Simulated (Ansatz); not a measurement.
## Which is lower?

Two relaxed structures of BSiH4F, closed shell (PBE0-D4/def2-TZVP; forces vanish, vibrations not checked).

A:

```json
{"atom": "B1", "x (Å)": "-0.9662", "y (Å)": "0.2710", "z (Å)": "-0.6653"}
{"atom": "Si2", "x (Å)": "0.6383", "y (Å)": "-0.1814", "z (Å)": "0.4394"}
{"atom": "F3", "x (Å)": "0.7861", "y (Å)": "-1.7510", "z (Å)": "0.7487"}
{"atom": "H4", "x (Å)": "-1.7528", "y (Å)": "-0.5337", "z (Å)": "-1.0650"}
{"atom": "H5", "x (Å)": "-1.1522", "y (Å)": "1.4201", "z (Å)": "-0.9441"}
{"atom": "H6", "x (Å)": "0.5679", "y (Å)": "0.5241", "z (Å)": "1.7499"}
{"atom": "H7", "x (Å)": "1.8788", "y (Å)": "0.2508", "z (Å)": "-0.2636"}
```

B:

```
7
angstrom
B -0.6789 -0.7118 -0.6317
Si 0.5371 0.4767 0.4863
F -0.5620 -0.7586 -1.9468
H -1.5395 -1.4028 -0.1519
H -0.3046 1.4827 1.1943
H 1.2080 -0.3568 1.5233
H 1.5716 1.1866 -0.3116
```

Computed with Ansatz 0.2.0 (basis: def2-TZVPP); correlated methods freeze the cores. B3LYP uses VWN-RPA correlation.

**Question.** Which structure is lower at CCSD(T), and by how much? (Judge from chemistry; the value comes from the calculation.)

**Answer.** By the calculation: B, by 16.7 kJ/mol (electronic energy, against the other). By their contacts, A is BSiH₄F ([BH2][SiH2][F]) and B is BSiH₄F ([F][BH][SiH3]).

All methods give the same order:

| method | E(B) − E(A) (kJ/mol) |
| --- | --- |
| PBE-D4 | -27.6 |
| r2SCAN-D4 | -18.4 |
| PBE0-D4 | -22.0 |
| B3LYP-D4 | -17.6 |
| wB97M-V | -16.8 |
| HF | -4.7 |
| MP2 | -13.1 |
| CCSD | -13.8 |
| CCSD(T) | -16.7 |

No T1 diagnostic of these runs exceeds 0.015.

Labels in which every atom is bracketed show which atoms are joined, not bond orders.

For scale, one of the runs: CCSD(T)/def2-TZVPP, 160 basis functions, launched by `ansatz run in.yaml --threads 2 --pin off --events-out ev --progress --plain --max-ram 4352MiB`. Hardware: 2 CPU threads of an Intel Xeon, shared host. Wall time 46 s; peak host memory 1.1 GiB.
